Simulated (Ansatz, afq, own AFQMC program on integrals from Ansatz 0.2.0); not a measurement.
## CH3, doublet: AFQMC among the cluster methods

```xyz
4

C     0.0000    0.0000    0.0000
H     1.0799    0.0140   -0.0003
H    -0.5521    0.9282   -0.0027
H    -0.5278   -0.9423    0.0031
```

Basis 6-31G. Only valence electrons are correlated. Integrals, coupled cluster, full CI and functionals: Ansatz 0.2.0; the random walks run on the same integrals in our own AFQMC program. The CISD trial takes its coefficients from CCSD amplitudes. Released means that phaseless walkers are propagated on without the constraint, phases kept. Free AFQMC starts from the CCSD state and is never constrained. Its projection time is finite, and what remains of the start isn't in its error. Uncertainties: one standard error, sampling alone.

Determinant: UHF, the one that the program's search chose, which needn't be the lowest solution. The geometry is a point of a scan.

Full CI on the same integrals is exact in this basis and with this determinant's frozen core.

The T1 diagnostic is 0.0057. The weight of the determinant in the CISD state is 0.955. The ⟨S²⟩ of the determinant is 0.762 and the size of the correlated space is 7 electrons in 14 orbitals.

Reference: full CI, correlation energy -2.585 eV. The released energy is read at 2.40 1/Eh (meV from the phaseless value at times in 1/Eh: 0.5 ± 0.8 at 0.24, 1.5 ± 0.7 at 0.51, 2.3 ± 0.5 at 0.99, 1.9 ± 0.4 at 1.62, 1.7 ± 0.7 at 2.40).

```tsv
level	E − E(reference) (kcal/mol)	share of correlation (%)
HF	59.61	0.00
MP2	12.21	79.52
CCSD	0.86	98.57
CCSD(T)	0.20	99.67
CCSDT	0.06	99.90
CCSDT(Q)	0.01	99.99
CCSDTQ	0.00	100.00
ph-AFQMC/HF	-0.77 ± 0.37	101.29
ph-AFQMC/CISD	-0.05 ± 0.03	100.08
released AFQMC	-0.01 ± 0.02	100.02
free AFQMC	0.01 ± 0.01	99.98
```

CCSDT and higher add their correlation energy to the determinant of the CCSD(T) run, since their own runs factorise the integrals more tightly (a shift of under 2 meV). Free projections are given only where their last times agree within the noise and don't stop above the reference; a slow remainder of the start can still hide under it. A walk keeps the symmetry of its determinant, which the program's search chose and which needn't be the lowest solution, so a lower state of the same spin and another symmetry isn't excluded. Released energies are given only where the last usable release times agree within the noise; a slower fall can still hide under it.
